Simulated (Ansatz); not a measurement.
For rutile TiO2, PBE-D3(BJ) in Ansatz (plane waves, PAW) gives:

| Property | Value |
|---|---|
| lattice constant a | 4.608 Å |
| c axis length | 2.954 Å |

Task: What does PBE0 (PAW; Ansatz, a first-principles code) give for the same quantities?

Result: 
- lattice constant a: 4.579 Å (shrinks by 0.6 %)
- lattice parameter c: 2.944 Å (falls by 0.3 %)

For comparison: lattice constant a 4.587 Å (measured, 15 K, zero-point motion not removed; as tabulated in Burdett, Hughbanks, Miller, Richardson, Smith, powder neutron diffraction …); lattice parameter c 2.954 Å (measured, 15 K, zero-point motion not removed; as tabulated in Burdett, Hughbanks, Miller, Richardson, Smith, powder neutron diffraction …).

Changes are worked out from the printed values.

Unless a cell is named, each level is at its own relaxed cell (PBE-D3(BJ) 10.46, PBE0 10.29 Å³/atom).

Ansatz's density-functional and Hartree–Fock values are scalar-relativistic unless marked +SOC, with PAW data made under PBE.
